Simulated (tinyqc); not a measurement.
UHF in the sto-3g basis, for NH3, spin multiplicity 1, step by step (part 2 of 3). Computed by tinyqc, a small Python program that keeps every step (integrals from PySCF). Command: `OMP_NUM_THREADS=1 python tinyqc.py 31393 31394 out.jsonl` (the two numbers bound the seeds that draw the settings). One thread of a shared host (Intel(R) Xeon(R) Processor @ 2.60GHz), about 0.1 s of CPU time with the checks.

Geometry (angstrom):
```
atom,x,y,z
N,0.000000,0.000000,0.214000
H,1.182000,0.000000,0.000000
H,-0.591000,1.024000,0.000000
H,-0.591000,-1.024000,0.000000
```

## Iteration 1: diagonalisation and new density

F(alpha) (hartree), lower triangle:
```
,1N 1s,1N 2s,1N 2px,1N 2py,1N 2pz,2H 1s,3H 1s,4H 1s
1N 1s,-13.602803
1N 2s,-3.547703,-1.172097
1N 2px,0.000170,0.001357,0.342413
1N 2py,0.000000,0.000000,0.000000,0.341993
1N 2pz,0.004214,0.070649,-0.000496,0.000000,0.551735
2H 1s,-0.577781,-0.398629,-0.141685,0.000000,-0.034269,0.013972
3H 1s,-0.577419,-0.398519,0.071656,-0.123726,-0.028970,-0.112473,0.011135
4H 1s,-0.577419,-0.398519,0.071656,0.123726,-0.028970,-0.112473,-0.111837,0.011135
```

F(beta) (hartree), lower triangle:
```
,1N 1s,1N 2s,1N 2px,1N 2py,1N 2pz,2H 1s,3H 1s,4H 1s
1N 1s,-13.603690
1N 2s,-3.545913,-1.163066
1N 2px,0.000117,0.001273,0.344691
1N 2py,0.000000,0.000000,0.000000,0.343977
1N 2pz,0.000139,0.081885,0.000336,0.000000,0.536211
2H 1s,-0.577767,-0.378313,-0.138021,0.000000,0.113797,0.012109
3H 1s,-0.577372,-0.379532,0.069875,-0.120739,0.108754,-0.113089,0.009445
4H 1s,-0.577372,-0.379532,0.069875,0.120739,0.108754,-0.113089,-0.112417,0.009445
```

X, lower triangle:
```
,1N 1s,1N 2s,1N 2px,1N 2py,1N 2pz,2H 1s,3H 1s,4H 1s
1N 1s,1.024263
1N 2s,-0.143629,1.228876
1N 2px,-0.000007,0.000080,1.097824
1N 2py,0.000000,0.000000,0.000000,1.097801
1N 2pz,0.003640,-0.034641,-0.000015,0.000000,1.005790
2H 1s,0.019740,-0.226102,-0.231518,0.000000,0.037932,1.138505
3H 1s,0.019733,-0.225955,0.115680,-0.200418,0.037901,-0.029663,1.138372
4H 1s,0.019733,-0.225955,0.115680,0.200418,0.037901,-0.029663,-0.029643,1.138372
```

D(alpha) at the start, lower triangle:
```
,1N 1s,1N 2s,1N 2px,1N 2py,1N 2pz,2H 1s,3H 1s,4H 1s
1N 1s,1.065775
1N 2s,-0.293972,1.323675
1N 2px,0.000045,0.000448,1.168402
1N 2py,0.000000,0.000000,0.000000,1.168351
1N 2pz,0.036668,-0.288423,-0.004630,0.000000,0.922503
2H 1s,0.031107,-0.167831,-0.195546,0.000000,0.283231,0.124332
3H 1s,0.031353,-0.166353,0.095799,-0.168133,0.263915,0.070289,0.113461
4H 1s,0.031353,-0.166353,0.095799,0.168133,0.263915,0.070289,0.065070,0.113461
```

D(beta) at the start, lower triangle:
```
,1N 1s,1N 2s,1N 2px,1N 2py,1N 2pz,2H 1s,3H 1s,4H 1s
1N 1s,1.069260
1N 2s,-0.318041,1.466519
1N 2px,-0.000315,0.002003,1.168402
1N 2py,0.000000,0.000000,0.000000,1.168351
1N 2pz,-0.004150,0.111422,0.004258,0.000000,0.805328
2H 1s,0.050350,-0.249151,-0.195485,0.000000,-0.202332,0.116820
3H 1s,0.049092,-0.241185,0.095860,-0.168133,-0.184387,0.063067,0.106529
4H 1s,0.049092,-0.241185,0.095860,0.168133,-0.184387,0.063067,0.058138,0.106529
```

overlap S, lower triangle:
```
,1N 1s,1N 2s,1N 2px,1N 2py,1N 2pz,2H 1s,3H 1s,4H 1s
1N 1s,1.000000
1N 2s,0.235038,1.000000
1N 2px,0.000000,0.000000,1.000000
1N 2py,0.000000,0.000000,0.000000,1.000000
1N 2pz,0.000000,0.000000,0.000000,0.000000,1.000000
2H 1s,0.037400,0.384293,0.363065,0.000000,-0.065733,1.000000
3H 1s,0.037374,0.384127,-0.181428,0.314352,-0.065695,0.110227,1.000000
4H 1s,0.037374,0.384127,-0.181428,-0.314352,-0.065695,0.110227,0.110128,1.000000
```

A level shift of 0.2 hartree raises the virtual space: F + shift (S - S D(s) S), with D(s) the density of one spin. Diagonalise F' = X^T F X, C = X C', fill 5 alpha and 5 beta electrons from the bottom; D(s) = C_occ C_occ^T. Each column has its largest component positive (the first on a tie).

F' = X^T F X (alpha) (hartree), lower triangle:
```
,1,2,3,4,5,6,7,8
1,-13.314783
2,-1.989503,-0.277077
3,-0.000024,0.001604,0.531792
4,0.000000,0.000000,0.000000,0.531509
5,0.004070,0.079052,0.000813,0.000000,0.574965
6,-0.057311,-0.295433,-0.323493,0.000000,-0.065320,0.447761
7,-0.057331,-0.294165,0.161946,-0.280241,-0.056225,-0.065921,0.446351
8,-0.057331,-0.294165,0.161946,0.280241,-0.056225,-0.065921,-0.064159,0.446351
```

orbital energies (alpha) (hartree): MO1 -13.613794, MO2 -0.343168, MO3 0.124550, MO4 0.126280, MO5 0.488783, MO6 0.767345, MO7 0.917470, MO8 0.919405

coefficients C (alpha):
```
,MO1,MO2,MO3,MO4,MO5,MO6,MO7,MO8
1N 1s,0.992066,-0.223019,0.000000,0.000471,0.110562,-0.157345,0.000000,-0.003259
1N 2s,0.034999,0.760635,0.000000,-0.003022,-0.612341,0.854483,0.000000,0.017177
1N 2px,-0.000015,-0.001675,0.000000,0.564584,-0.016227,-0.027595,0.000000,0.982750
1N 2py,0.000000,0.000000,0.562859,0.000000,0.000000,0.000000,0.984221,0.000000
1N 2pz,-0.001733,0.009852,0.000000,0.011730,0.876677,0.497864,0.000000,0.021685
2H 1s,-0.006204,0.189458,0.000000,0.522718,0.387706,-0.487414,0.000000,-0.841100
3H 1s,-0.006208,0.188462,0.451862,-0.257669,0.383819,-0.516684,-0.719803,0.406884
4H 1s,-0.006208,0.188462,-0.451862,-0.257669,0.383819,-0.516684,0.719803,0.406884
```

F' = X^T F X (beta) (hartree), lower triangle:
```
,1,2,3,4,5,6,7,8
1,-13.316390
2,-1.985199,-0.298931
3,-0.000015,0.001084,0.531675
4,0.000000,0.000000,0.000000,0.531182
5,0.006901,-0.021684,-0.000958,0.000000,0.594131
6,-0.061878,-0.261136,-0.318716,0.000000,0.176600,0.447431
7,-0.061567,-0.262552,0.159691,-0.276347,0.167606,-0.061925,0.446041
8,-0.061567,-0.262552,0.159691,0.276347,0.167606,-0.061925,-0.060316,0.446041
```

orbital energies (beta) (hartree): MO1 -13.614550, MO2 -0.327976, MO3 0.127759, MO4 0.129701, MO5 0.370174, MO6 0.874536, MO7 0.909780, MO8 0.911756

coefficients C (beta):
```
,MO1,MO2,MO3,MO4,MO5,MO6,MO7,MO8
1N 1s,0.992110,-0.217648,0.000000,0.001960,-0.161922,0.113736,0.000000,-0.010676
1N 2s,0.034824,0.741019,0.000000,-0.009945,0.816638,-0.680947,0.000000,0.064746
1N 2px,-0.000009,-0.001619,0.000000,0.561675,0.017020,0.103188,0.000000,0.979368
1N 2py,0.000000,0.000000,0.560268,0.000000,0.000000,0.000000,0.985698,0.000000
1N 2pz,-0.001224,-0.161214,0.000000,-0.013702,0.650412,0.749057,0.000000,-0.082683
2H 1s,-0.006192,0.188086,0.000000,0.527512,-0.394798,0.412538,0.000000,-0.874511
3H 1s,-0.006190,0.187979,0.453754,-0.256453,-0.397816,0.537537,-0.718612,0.365290
4H 1s,-0.006190,0.187979,-0.453754,-0.256453,-0.397816,0.537537,0.718612,0.365290
```

D(alpha) after iteration 1, lower triangle:
```
,1N 1s,1N 2s,1N 2px,1N 2py,1N 2pz,2H 1s,3H 1s,4H 1s
1N 1s,1.046157
1N 2s,-0.202618,0.954762
1N 2px,-0.001169,0.006956,0.319021
1N 2py,0.000000,0.000000,0.000000,0.316811
1N 2pz,0.093015,-0.529428,-0.007620,0.000000,0.768800
2H 1s,-0.005296,-0.095097,0.288510,0.000000,0.347902,0.459483
3H 1s,-0.005876,-0.091116,-0.152020,0.254335,0.335330,0.049865,0.453446
4H 1s,-0.005876,-0.091116,-0.152020,-0.254335,0.335330,0.049865,0.045088,0.453446
```

D(beta) after iteration 1, lower triangle:
```
,1N 1s,1N 2s,1N 2px,1N 2py,1N 2pz,2H 1s,3H 1s,4H 1s
1N 1s,1.057875
1N 2s,-0.258983,1.217318
1N 2px,-0.001312,0.007113,0.315771
1N 2py,0.000000,0.000000,0.000000,0.313900
1N 2pz,-0.071469,0.411783,0.003635,0.000000,0.449216
2H 1s,0.017881,-0.188494,0.289267,0.000000,-0.294324,0.469549
3H 1s,0.016858,-0.183241,-0.151118,0.254224,-0.285528,0.057169,0.465293
4H 1s,0.016858,-0.183241,-0.151118,-0.254224,-0.285528,0.057169,0.053507,0.465293
```

## Iteration 2: building the Fock matrix

core Hamiltonian H = T + V (hartree), lower triangle:
```
,1N 1s,1N 2s,1N 2px,1N 2py,1N 2pz,2H 1s,3H 1s,4H 1s
1N 1s,-25.516590
1N 2s,-5.871937,-7.568582
1N 2px,-0.000008,-0.000094,-6.260503
1N 2py,0.000000,0.000000,0.000000,-6.260497
1N 2pz,0.006006,0.073323,0.000017,0.000000,-6.139510
2H 1s,-0.942344,-2.407561,-1.934918,0.000000,0.365855,-4.024292
3H 1s,-0.941675,-2.406339,0.966799,-1.675170,0.365616,-0.607823,-4.023504
4H 1s,-0.941675,-2.406339,0.966799,1.675170,0.365616,-0.607823,-0.607290,-4.023504
```

nuclear repulsion = 10.02495774 hartree

Given earlier and not repeated: Two-electron integrals (ij|kl) in chemists' order.

J_ij = sum D_kl (ij|kl) with D = D(alpha) + D(beta), K_ij = sum D_kl (ik|jl) for each spin; F = H + J - K(s); E = tr D H + tr D J / 2 - 0.5 sum_s tr D(s) K(s) + E_nn.

Coulomb J (hartree), lower triangle:
```
,1N 1s,1N 2s,1N 2px,1N 2py,1N 2pz,2H 1s,3H 1s,4H 1s
1N 1s,14.239599
1N 2s,2.634171,6.632460
1N 2px,0.000389,0.001807,6.645622
1N 2py,0.000000,0.000000,0.000000,6.645324
1N 2pz,-0.010849,-0.089615,-0.000204,0.000000,6.585199
2H 1s,0.421121,2.138139,1.879307,0.000000,-0.360912,4.256453
3H 1s,0.420786,2.136301,-0.938089,1.626023,-0.360500,0.537732,4.252934
4H 1s,0.420786,2.136301,-0.938089,-1.626023,-0.360500,0.537732,0.537106,4.252934
```

exchange K(alpha) (hartree), lower triangle:
```
,1N 1s,1N 2s,1N 2px,1N 2py,1N 2pz,2H 1s,3H 1s,4H 1s
1N 1s,4.233277
1N 2s,0.696327,1.007618
1N 2px,-0.000051,0.001364,0.692333
1N 2py,0.000000,0.000000,0.000000,0.691030
1N 2pz,-0.000102,-0.194520,-0.002566,0.000000,0.713503
2H 1s,0.115217,0.395209,0.359536,0.000000,-0.011568,0.584701
3H 1s,0.115181,0.394939,-0.180670,0.311692,-0.013693,0.087598,0.584371
4H 1s,0.115181,0.394939,-0.180670,-0.311692,-0.013693,0.087598,0.087490,0.584371
```

exchange K(beta) (hartree), lower triangle:
```
,1N 1s,1N 2s,1N 2px,1N 2py,1N 2pz,2H 1s,3H 1s,4H 1s
1N 1s,4.238483
1N 2s,0.685929,1.036857
1N 2px,-0.000020,0.001826,0.697378
1N 2py,0.000000,0.000000,0.000000,0.696341
1N 2pz,-0.002065,0.101157,0.001272,0.000000,0.626445
2H 1s,0.114603,0.380082,0.358788,0.000000,-0.106728,0.603317
3H 1s,0.114534,0.380040,-0.180138,0.311000,-0.104747,0.093507,0.602897
4H 1s,0.114534,0.380040,-0.180138,-0.311000,-0.104747,0.093507,0.093341,0.602897
```

F(alpha) (hartree), lower triangle:
```
,1N 1s,1N 2s,1N 2px,1N 2py,1N 2pz,2H 1s,3H 1s,4H 1s
1N 1s,-15.510268
1N 2s,-3.934092,-1.943740
1N 2px,0.000432,0.000349,-0.307214
1N 2py,0.000000,0.000000,0.000000,-0.306204
1N 2pz,-0.004742,0.178228,0.002380,0.000000,-0.267815
2H 1s,-0.636440,-0.664632,-0.415147,0.000000,0.016511,-0.352540
3H 1s,-0.636069,-0.664977,0.209380,-0.360840,0.018809,-0.157689,-0.354941
4H 1s,-0.636069,-0.664977,0.209380,0.360840,0.018809,-0.157689,-0.157675,-0.354941
```

F(beta) (hartree), lower triangle:
```
,1N 1s,1N 2s,1N 2px,1N 2py,1N 2pz,2H 1s,3H 1s,4H 1s
1N 1s,-15.515474
1N 2s,-3.923694,-1.972979
1N 2px,0.000401,-0.000113,-0.312259
1N 2py,0.000000,0.000000,0.000000,-0.311515
1N 2pz,-0.002779,-0.117450,-0.001458,0.000000,-0.180757
2H 1s,-0.635826,-0.649505,-0.414399,0.000000,0.111671,-0.371156
3H 1s,-0.635423,-0.650078,0.208848,-0.360147,0.109864,-0.163598,-0.373467
4H 1s,-0.635423,-0.650078,0.208848,0.360147,0.109864,-0.163598,-0.163526,-0.373467
```

total energy of this density = -55.13216738 hartree

## Iteration 2: diagonalisation and new density

As before.

F' = X^T F X (alpha) (hartree), lower triangle:
```
,1,2,3,4,5,6,7,8
1,-15.220647
2,-2.069589,-0.951591
3,0.000574,-0.001137,0.033666
4,0.000000,0.000000,0.000000,0.035342
5,-0.027101,0.247063,0.004177,0.000000,-0.217106
6,-0.057434,-0.381129,-0.516128,0.000000,-0.077567,0.090894
7,-0.057188,-0.381475,0.260937,-0.448811,-0.072258,-0.053053,0.089446
8,-0.057188,-0.381475,0.260937,0.448811,-0.072258,-0.053053,-0.052063,0.089446
```

orbital energies (alpha) (hartree): MO1 -15.517123, MO2 -1.077123, MO3 -0.548505, MO4 -0.548135, MO5 -0.277430, MO6 0.466782, MO7 0.725355, MO8 0.725627

coefficients C (alpha):
```
,MO1,MO2,MO3,MO4,MO5,MO6,MO7,MO8
1N 1s,0.994056,-0.234623,0.000000,-0.000749,0.020591,-0.165242,0.000000,0.000361
1N 2s,0.026545,0.868259,0.000000,0.004146,-0.216755,0.940008,0.000000,-0.002216
1N 2px,-0.000030,-0.000275,0.000000,0.617564,-0.003516,-0.000764,0.000000,0.950885
1N 2py,0.000000,0.000000,0.616078,0.000000,0.000000,0.000000,0.951814,0.000000
1N 2pz,-0.000904,-0.171341,0.000000,-0.003603,0.956834,0.268700,0.000000,0.005994
2H 1s,-0.004696,0.105838,0.000000,0.471570,0.284322,-0.595769,0.000000,-0.857394
3H 1s,-0.004706,0.107482,0.411637,-0.239401,0.273076,-0.593273,-0.743540,0.431686
4H 1s,-0.004706,0.107482,-0.411637,-0.239401,0.273076,-0.593273,0.743540,0.431686
```

F' = X^T F X (beta) (hartree), lower triangle:
```
,1,2,3,4,5,6,7,8
1,-15.230105
2,-2.047555,-1.025879
3,0.000613,-0.001640,0.026501
4,0.000000,0.000000,0.000000,0.027839
5,0.035693,-0.281361,-0.002380,0.000000,-0.052479
6,-0.062864,-0.350951,-0.510520,0.000000,0.191973,0.067928
7,-0.062505,-0.351929,0.257731,-0.443720,0.187860,-0.057256,0.066142
8,-0.062505,-0.351929,0.257731,0.443720,0.187860,-0.057256,-0.056474,0.066142
```

orbital energies (beta) (hartree): MO1 -15.521772, MO2 -1.080508, MO3 -0.554075, MO4 -0.553532, MO5 -0.332905, MO6 0.579454, MO7 0.704529, MO8 0.704896

coefficients C (beta):
```
,MO1,MO2,MO3,MO4,MO5,MO6,MO7,MO8
1N 1s,0.994308,-0.240612,0.000000,-0.000830,-0.065169,-0.141901,0.000000,0.000008
1N 2s,0.025416,0.899283,0.000000,0.004548,0.424812,0.833881,0.000000,0.000347
1N 2px,-0.000028,-0.000007,0.000000,0.613589,0.001497,-0.004188,0.000000,0.953452
1N 2py,0.000000,0.000000,0.612235,0.000000,0.000000,0.000000,0.954290,0.000000
1N 2pz,-0.000436,0.093473,0.000000,0.002345,0.785688,-0.625347,0.000000,-0.005539
2H 1s,-0.004412,0.095717,0.000000,0.474975,-0.351512,-0.557071,0.000000,-0.857807
3H 1s,-0.004423,0.097452,0.414632,-0.241370,-0.342635,-0.559605,-0.741874,0.428312
4H 1s,-0.004423,0.097452,-0.414632,-0.241370,-0.342635,-0.559605,0.741874,0.428312
```

D(alpha) after iteration 2, lower triangle:
```
,1N 1s,1N 2s,1N 2px,1N 2py,1N 2pz,2H 1s,3H 1s,4H 1s
1N 1s,1.043620
1N 2s,-0.181793,0.801578
1N 2px,-0.000500,0.003083,0.381397
1N 2py,0.000000,0.000000,0.000000,0.379552
1N 2pz,0.059007,-0.356205,-0.005542,0.000000,0.944903
2H 1s,-0.023999,0.032097,0.290196,0.000000,0.252220,0.314441
3H 1s,-0.024094,0.033014,-0.148835,0.253600,0.243740,-0.023855,0.312903
4H 1s,-0.024094,0.033014,-0.148835,-0.253600,0.243740,-0.023855,-0.025987,0.312903
```

D(beta) after iteration 2, lower triangle:
```
,1N 1s,1N 2s,1N 2px,1N 2py,1N 2pz,2H 1s,3H 1s,4H 1s
1N 1s,1.050790
1N 2s,-0.218794,0.989841
1N 2px,-0.000633,0.003419,0.376494
1N 2py,0.000000,0.000000,0.000000,0.374831
1N 2pz,-0.074128,0.417828,0.002614,0.000000,0.626049
2H 1s,-0.004904,-0.061202,0.290913,0.000000,-0.266117,0.358343
3H 1s,-0.005316,-0.059129,-0.148615,0.253852,-0.260659,0.015143,0.357094
4H 1s,-0.005316,-0.059129,-0.148615,-0.253852,-0.260659,0.015143,0.013255,0.357094
```

## Iteration 15 (converged): orbitals

converged F(alpha) (hartree), lower triangle:
```
,1N 1s,1N 2s,1N 2px,1N 2py,1N 2pz,2H 1s,3H 1s,4H 1s
1N 1s,-15.268664
1N 2s,-3.883879,-1.821402
1N 2px,-0.000004,-0.000074,-0.180114
1N 2py,0.000000,0.000000,0.000000,-0.180060
1N 2pz,0.014544,0.030986,0.000026,0.000000,-0.278814
2H 1s,-0.629364,-0.645479,-0.399492,0.000000,0.095305,-0.342260
3H 1s,-0.628920,-0.645180,0.199651,-0.345912,0.095272,-0.149545,-0.342041
4H 1s,-0.628920,-0.645180,0.199651,0.345912,0.095272,-0.149545,-0.149410,-0.342041
```

converged F(beta) (hartree), lower triangle:
```
,1N 1s,1N 2s,1N 2px,1N 2py,1N 2pz,2H 1s,3H 1s,4H 1s
1N 1s,-15.268666
1N 2s,-3.883880,-1.821414
1N 2px,-0.000004,-0.000077,-0.180136
1N 2py,0.000000,0.000000,0.000000,-0.180077
1N 2pz,0.014544,0.030972,0.000029,0.000000,-0.278803
2H 1s,-0.629365,-0.645478,-0.399492,0.000000,0.095310,-0.342243
3H 1s,-0.628920,-0.645179,0.199652,-0.345913,0.095276,-0.149546,-0.342034
4H 1s,-0.628920,-0.645179,0.199652,0.345913,0.095276,-0.149546,-0.149412,-0.342034
```

Diagonalise F' = X^T F X, C = X C', fill 5 alpha and 5 beta electrons from the bottom; D(s) = C_occ C_occ^T. Each column has its largest component positive (the first on a tie).

F' = X^T F X (alpha) (hartree), lower triangle:
```
,1,2,3,4,5,6,7,8
1,-14.979364
2,-2.060643,-0.838351
3,-0.000013,0.000056,0.071940
4,0.000000,0.000000,0.000000,0.071952
5,0.026058,-0.047618,-0.000004,0.000000,-0.261914
6,-0.057887,-0.367597,-0.446552,0.000000,0.087515,0.012813
7,-0.057776,-0.367415,0.223176,-0.386624,0.087480,-0.033917,0.012746
8,-0.057776,-0.367415,0.223176,0.386624,0.087480,-0.033917,-0.033892,0.012746
```

orbital energies (alpha) (hartree): MO1 -15.275906, MO2 -0.964235, MO3 -0.487647, MO4 -0.487620, MO5 -0.294978, MO6 0.400441, MO7 0.606211, MO8 0.606304

coefficients C (alpha):
```
,MO1,MO2,MO3,MO4,MO5,MO6,MO7,MO8
1N 1s,0.993880,-0.224299,0.000042,0.000000,-0.049824,-0.174167,0.000000,-0.000146
1N 2s,0.027284,0.797298,-0.000214,0.000000,0.247224,0.993806,0.000000,0.000933
1N 2px,0.000002,0.000080,0.564524,0.000000,0.000045,-0.000617,0.000000,0.983307
1N 2py,0.000000,0.000000,0.000000,0.564503,0.000000,0.000000,0.983279,0.000000
1N 2pz,-0.001894,-0.054201,-0.000061,0.000000,0.961381,-0.299907,0.000000,-0.000241
2H 1s,-0.004811,0.164067,0.520358,0.000000,-0.098650,-0.635369,0.000000,-0.832687
3H 1s,-0.004809,0.163968,-0.260211,0.450658,-0.098736,-0.636198,-0.720557,0.415533
4H 1s,-0.004809,0.163968,-0.260211,-0.450658,-0.098736,-0.636198,0.720557,0.415533
```

F' = X^T F X (beta) (hartree), lower triangle:
```
,1,2,3,4,5,6,7,8
1,-14.979366
2,-2.060641,-0.838368
3,-0.000013,0.000052,0.071915
4,0.000000,0.000000,0.000000,0.071933
5,0.026060,-0.047637,-0.000001,0.000000,-0.261901
6,-0.057887,-0.367596,-0.446550,0.000000,0.087523,0.012832
7,-0.057777,-0.367413,0.223176,-0.386623,0.087488,-0.033919,0.012754
8,-0.057777,-0.367413,0.223176,0.386623,0.087488,-0.033919,-0.033894,0.012754
```

orbital energies (beta) (hartree): MO1 -15.275908, MO2 -0.964240, MO3 -0.487649, MO4 -0.487623, MO5 -0.294977, MO6 0.400448, MO7 0.606205, MO8 0.606298

coefficients C (beta):
```
,MO1,MO2,MO3,MO4,MO5,MO6,MO7,MO8
1N 1s,0.993880,-0.224301,0.000041,0.000000,-0.049827,-0.174164,0.000000,-0.000147
1N 2s,0.027284,0.797308,-0.000208,0.000000,0.247246,0.993792,0.000000,0.000935
1N 2px,0.000002,0.000082,0.564543,0.000000,0.000044,-0.000624,0.000000,0.983296
1N 2py,0.000000,0.000000,0.000000,0.564516,0.000000,0.000000,0.983271,0.000000
1N 2pz,-0.001894,-0.054186,-0.000065,0.000000,0.961371,-0.299941,0.000000,-0.000240
2H 1s,-0.004811,0.164059,0.520337,0.000000,-0.098673,-0.635367,0.000000,-0.832699
3H 1s,-0.004809,0.163963,-0.260207,0.450649,-0.098763,-0.636195,-0.720563,0.415536
4H 1s,-0.004809,0.163963,-0.260207,-0.450649,-0.098763,-0.636195,0.720563,0.415536
```

D(alpha) after iteration 15, lower triangle:
```
,1N 1s,1N 2s,1N 2px,1N 2py,1N 2pz,2H 1s,3H 1s,4H 1s
1N 1s,1.040591
1N 2s,-0.164034,0.697548
1N 2px,0.000006,-0.000046,0.318687
1N 2py,0.000000,0.000000,0.000000,0.318664
1N 2pz,-0.037626,0.194411,0.000005,0.000000,0.927194
2H 1s,-0.036645,0.106178,0.293763,0.000000,-0.103756,0.307445
3H 1s,-0.036649,0.106246,-0.146887,0.254398,-0.103785,-0.098738,0.307460
4H 1s,-0.036649,0.106246,-0.146887,-0.254398,-0.103785,-0.098738,-0.098726,0.307460
```

D(beta) after iteration 15, lower triangle:
```
,1N 1s,1N 2s,1N 2px,1N 2py,1N 2pz,2H 1s,3H 1s,4H 1s
1N 1s,1.040592
1N 2s,-0.164039,0.697575
1N 2px,0.000005,-0.000041,0.318709
1N 2py,0.000000,0.000000,0.000000,0.318679
1N 2pz,-0.037630,0.194441,0.000001,0.000000,0.927174
2H 1s,-0.036643,0.106170,0.293762,0.000000,-0.103776,0.307426
3H 1s,-0.036646,0.106233,-0.146889,0.254399,-0.103806,-0.098728,0.307453
4H 1s,-0.036646,0.106233,-0.146889,-0.254399,-0.103806,-0.098728,-0.098715,0.307453
```

## Convergence

Stop when the energy changes by less than 1e-08 hartree and every element of the error matrix X^T (F D S - S D F) X (for each spin) is below 3e-05.

Course of the cycle:
```
iteration,E (hartree),change,largest element of the error matrix
1,-52.99988507,-,3.21e-01
2,-55.13216738,-2.13e+00,1.43e-01
3,-55.26123593,-1.29e-01,7.28e-02
4,-55.30792358,-4.67e-02,5.15e-02
5,-55.34085272,-3.29e-02,2.93e-02
6,-55.35721889,-1.64e-02,8.88e-03
7,-55.35927942,-2.06e-03,5.47e-03
8,-55.36007235,-7.93e-04,4.60e-03
9,-55.36085020,-7.78e-04,1.03e-03
10,-55.36087618,-2.60e-05,3.75e-04
11,-55.36088007,-3.89e-06,2.07e-04
12,-55.36088083,-7.69e-07,6.94e-05
13,-55.36088089,-5.43e-08,3.14e-05
14,-55.36088090,-1.15e-08,1.45e-05
15,-55.36088090,-2.80e-09,5.79e-06
```

PySCF UHF in the same basis, after a stability check = -55.36088090 hartree

Converged in 15 iterations.
